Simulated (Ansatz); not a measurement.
This Ansatz (an electronic-structure program) input (CCSD(T)/6-31G) gives -437.82422 Eh with 30 basis functions. A basis named .json is the Basis Set Exchange file of that set (core-valence sets with the plain set on hydrogen).

Ansatz 0.2 input:
```yaml
crystal:
  periodic: [false, false, false]
  atoms:
    - {symbol: C, position_ang: [-0.04018470, 1.15654088, 0.00773656]}
    - {symbol: S, position_ang: [-0.05235919, -0.66642908, -0.00484680]}
    - {symbol: H, position_ang: [1.27920297, -0.84038919, 0.00081397]}
    - {symbol: H, position_ang: [-1.08380254, 1.46636619, 0.00449144]}
    - {symbol: H, position_ang: [0.43713012, 1.54268855, 0.90584820]}
    - {symbol: H, position_ang: [0.44632472, 1.55495443, -0.88002423]}
basis:
  gaussian:
    orbitals: 6-31G
magnetization: {spin_polarized: false}
correlation: {method: ccsd_t, electrons: outside_noble_gas}
```

Change:
```diff
- orbitals: 6-31G
+ orbitals: 6-31G__.json
```

**Question.** What does the run give now?

**Answer.** -438.02942 Eh (CCSD(T)/6-31G**, 54 functions), a change of -205.20 mEh.
